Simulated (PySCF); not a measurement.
## Induced dipoles and field energies

Compound: methyl ethyl formamide, C4H9NO.
Atom-mapped SMILES: `[CH3:1][CH2:2][N:3]([CH3:4])[CH:5]=[O:6]` (hydrogens: H7, H8, H9 on C1; H10, H11 on C2; H12, H13, H14 on C4; H15 on C5)

Structure used (PBE0-D3(BJ)/def2-SVP), in Å, numbered top down from 1:
```
atom  x, y, z in Å
C1    -1.7121   -0.4560    0.4792
C2    -0.8270    0.5337   -0.2626
N3     0.5896    0.2793   -0.0931
C4     1.2101   -0.7496   -0.8802
C5     1.2854    0.9887    0.8346
O6     0.8238    1.8471    1.5517
H7    -1.5253   -1.4939    0.1622
H8    -2.7744   -0.2379    0.2920
H9    -1.5361   -0.3894    1.5630
H10   -1.0525    0.5244   -1.3428
H11   -1.0088    1.5512    0.1118
H12    1.1380   -0.5299   -1.9596
H13    2.2751   -0.8215   -0.6166
H14    0.7516   -1.7375   -0.7031
H15    2.3627    0.6913    0.8637
```

Level: wB97X-D/def2-SVPD (PySCF); nuclei fixed, core orbitals frozen in the response. Permanent dipole (-0.011, -2.960, -2.771) D (1 au = 2.5417 D). Static polarisability (au):

```
x   65.88  1.13  1.22
y    1.13 60.71  9.84
z    1.22  9.84 60.19
```

Only the terms in μ and α are kept: μ(F) = μ + αF and ΔE = −μ·F − ½ F·αF.

(1) Apply 0.005 au along ±x, ±y and ±z in turn. Tabulate induced and total dipoles and both energy terms.

(2) For the field (0.0015, 0.0045, 0.0005) au, what is the induced dipole, and what angle does it make with the field?

(3) At what field along the permanent dipole would the induced dipole along it equal the permanent one, in this linear picture?

(4) What field makes μF equal to kT at 100 K?

(5) Induction energy −ᾱe²/2R⁴ of a unit charge at 10 Å, the molecule taken as a point?

Results:

(1) 
| field along | induced x (D) | induced y (D) | induced z (D) | total size (D) | −μ·F (kJ/mol) | −½F·αF (kJ/mol) |
| --- | --- | --- | --- | --- | --- | --- |
| +x | 0.837 | 0.014 | 0.016 | 4.117 | +0.057 | -2.162 |
| −x | -0.837 | -0.014 | -0.016 | 4.163 | -0.057 | -2.162 |
| +y | 0.014 | 0.772 | 0.125 | 3.434 | +15.288 | -1.992 |
| −y | -0.014 | -0.772 | -0.125 | 4.724 | -15.288 | -1.992 |
| +z | 0.016 | 0.125 | 0.765 | 3.473 | +14.312 | -1.975 |
| −z | -0.016 | -0.125 | -0.765 | 4.693 | -14.312 | -1.975 |

(2) αF = (0.266, 0.711, 0.194) D, at 8.5° to the field. The polarisability along this direction, F·αF/F², is 63.91 au, against a mean of 62.26 au.

(3) The polarisability along the dipole is 70.29 au, so F = 1.5952 au / 70.29 au = 0.0227 au = 1.17 V/Å; higher-order terms are ignored.

(4) kT = 0.3167 × 10⁻³ Eh, so F = 0.000199 au = 1.02 MV/cm.

(5) R = 18.90 bohr, so the energy is −62.3/(2 × 18.90⁴) Eh = -0.641 kJ/mol. The charge–dipole term at its most favourable orientation, −μe/R², is -11.7 kJ/mol.

One conformer (not necessarily the lowest) at the PBE0-D3(BJ)/def2-SVP geometry, without solvent, vibrations or thermal averaging.

The pairwise dispersion term of wB97X-D wasn't added to the energies; at a given geometry it leaves orbitals and properties as they are.
